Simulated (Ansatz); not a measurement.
# SiCN (quartet): from Hartree-Fock to the top rungs, def2-TZVPP

An exercise on one series of results from a longer session: the logs are not shown, and one member is left open.

The runs use Ansatz 0.2.0, Gaussian basis; def2-TZVPP, core rule «outside noble gas», up to 7 orbitals frozen.

To be run: UHF; ROHF; CCSD(T) on UHF.

2 further runs of the same task are left out: 2 set aside as unsound or not needed.

### The system

The geometry is a PBE0/def2-TZVP stationary point (not a proven minimum) of the parent state, kept for this charge and spin.

3 atoms, charge 0, spin multiplicity 4.

Atoms are counted from 1 here; the program's logs count them from 0.

Bond lengths: N1–C2 1.163 Å, C2–Si3 1.842 Å. Angles: N1–C2–Si3 180.0°.

As a file:

```
atom   x (Å)   y (Å)    z (Å)
  N1  0.0000  0.0000  -1.3891
  C2  0.0000  0.0000  -0.2266
 Si3  0.0000  0.0000   1.6157
```

Set-up of the first run:

The input, in.yaml:

```yaml
crystal:
  periodic: [false, false, false]
  atoms:
    - {symbol: N, position_ang: [0.000000, 0.000000, -1.389100]}
    - {symbol: C, position_ang: [0.000000, 0.000000, -0.226600]}
    - {symbol: Si, position_ang: [0.000000, 0.000000, 1.615700]}
basis:
  gaussian: {orbitals: def2-TZVPP}
magnetization: {spin_polarized: true, initial_magnetization: 3}
hamiltonian: {xc: hf}
output: {orbitals: {seedname: orbitals}}
```

Started as:

```sh
> ansatz run in.yaml --threads 1 --pin off --events-out ev --progress --plain --max-ram 4096MiB --backend cpu
```

Steps of the session up to this table: UHF; ROHF; CCSD(T) on UHF.

One of the session's tables, all rows but one given; the rest of the session is left out.

It belongs to the step «Misses and costs». 

| method | from UCCSD(T) (meV) |
| --- | --- |
| ROHF | ? |
| UHF | +11142.4 |
| UMP2 | +1240.0 |
| UCCSD | +606.4 |
| UCCSD(T) | 0 |

Estimate the missing values for ROHF.

The run gave: from UCCSD(T) (meV): +11271.9. In the column «from UCCSD(T) (meV)» it is the highest.
